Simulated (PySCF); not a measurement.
Structure problem from calculated spectra and properties.

Formula: C2H2F2O2.

| Quantity | Value |
| --- | --- |
| Dipole | 2.44 D [CAM-B3LYP/def2-SVPD] |
| Rotational structure | rotational constants A, B, C: 5.536, 3.456, 2.218 GHz [PBE0-D3(BJ)/def2-SVP] |
| XPS | C1s 295.9, C1s 296.6, O1s 539.0, O1s 541.1, F1s 694.0 (×2) eV [ΔSCF SCAN, pcX-2 on the ionised atom, pcseg-1 elsewhere, spin-free X2C] |
| Triplet | lowest triplet excitation (Tamm–Dancoff): 5.13 eV [TDA CAM-B3LYP/def2-SVPD] |
| Couplings | largest of the computed one-bond spin–spin couplings (means over like bonds): 19F–13C -316.4 (×2), 13C–1H +186.0, 13C–13C +81.7, 17O–1H -76.6, 17O–13C +34.2, 17O–13C +28.5 Hz [B3LYP/pcJ-1] |
| Valence photoelectron | vertical ionisation energy: 11.64 eV [ΔSCF CAM-B3LYP/def2-SVPD] |
| UV, strongest line | among the 10 lowest singlet transitions: S4 at 8.56 eV (145 nm, f = 0.147) [TDDFT CAM-B3LYP/def2-SVPD] |
| UV, first state | lowest singlet excitation: 5.67 eV (219 nm, f = 0.001) [TDDFT CAM-B3LYP/def2-SVPD] |

Electronic properties: PySCF, gas phase, density fitting. Levels stand in brackets. One conformer (not necessarily the lowest) at the PBE0-D3(BJ)/def2-SVP geometry, without solvent, vibrations or thermal averaging.

Question: Give a SMILES that accounts for the data.

Answer: Numbering: `[O:1]=[C:2]([OH:3])[CH:4]([F:5])[F:6]`. Its formula, C2H2F2O2, gives 1 degree of unsaturation: 0 rings and 1 π bond in the structure found. The couplings run between: -316.4 Hz, fluorine of a CF2 group [F5] and CHF2 carbon [C4] (with 1 like pair); +186.0 Hz, CHF2 carbon [C4] and its hydrogen; +81.7 Hz, carboxylic acid carbon [C2] and CHF2 carbon [C4]; -76.6 Hz, acid hydroxyl oxygen [O3] and its hydrogen; +34.2 Hz, acid hydroxyl oxygen [O3] and carboxylic acid carbon [C2]; +28.5 Hz, acid carbonyl oxygen [O1] and carboxylic acid carbon [C2]. The core levels belong to: C1s 295.9 eV, carboxylic acid carbon [C2]; C1s 296.6 eV, CHF2 carbon [C4]; O1s 539.0 eV, acid carbonyl oxygen [O1]; O1s 541.1 eV, acid hydroxyl oxygen [O3]; F1s 694.0 eV, fluorine of a CF2 group [F5/F6]. One atom of each topological class was ionised and stands for its class. The first electron is taken from the HOMO, whose largest Löwdin shares are 0.60 on the acid carbonyl oxygen, 0.10 on the carboxylic acid carbon, 0.10 on the acid hydroxyl oxygen and 0.09 on the CHF2 carbon. By its constants the optimised geometry is an asymmetric top. Structure: `O=C(O)C(F)F`. The assignments are read from this structure; whether some other isomer fits the data as well wasn't checked.

The values belong to the conformer `[O:1]=[C:2]([OH:3])[CH:4]([F:5])[F:6]`: O1–C2–C4–F5 -28°, H–O3–C2–O1 0°.
